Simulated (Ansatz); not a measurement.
`C[SiH2]Cl`, relaxed with RKS PBE0-D4/def2-TZVP in Ansatz from a GFN2-xTB geometry. The force threshold is 0.005 eV/Å; the program also tests the step.

Total charge 0; spin multiplicity 1.

Start:

```xyz
8

C     0.334    0.627   -0.724
Si   -0.422   -0.529    0.573
Cl    1.041   -1.167    1.814
H    -0.422    0.984   -1.417
H     1.103    0.123   -1.306
H     0.793    1.497   -0.261
H    -1.010   -1.709   -0.060
H    -1.417    0.174    1.381
```

| step | energy (eV) | largest force (eV/Å) | largest move (Å) |
| --- | --- | --- | --- |
| 1 | -21512.7592 | 0.935 | 0.000 |
| 2 | -21512.7975 | 0.343 | 0.041 |
| 3 | -21512.8020 | 0.038 | 0.018 |
| 4 | -21512.8022 | 0.015 | 0.004 |
| 5 | -21512.8022 | 0.003 | 0.003 |

End:

```xyz
8

C     0.334    0.624   -0.721
Si   -0.408   -0.509    0.549
Cl    1.065   -1.170    1.832
H    -0.442    0.977   -1.406
H     1.098    0.106   -1.304
H     0.793    1.493   -0.244
H    -1.014   -1.708   -0.079
H    -1.427    0.187    1.372
```

Hardware: 2 threads of a server CPU on a shared host. Wall time 17 s, peak host memory 0.24 GiB.
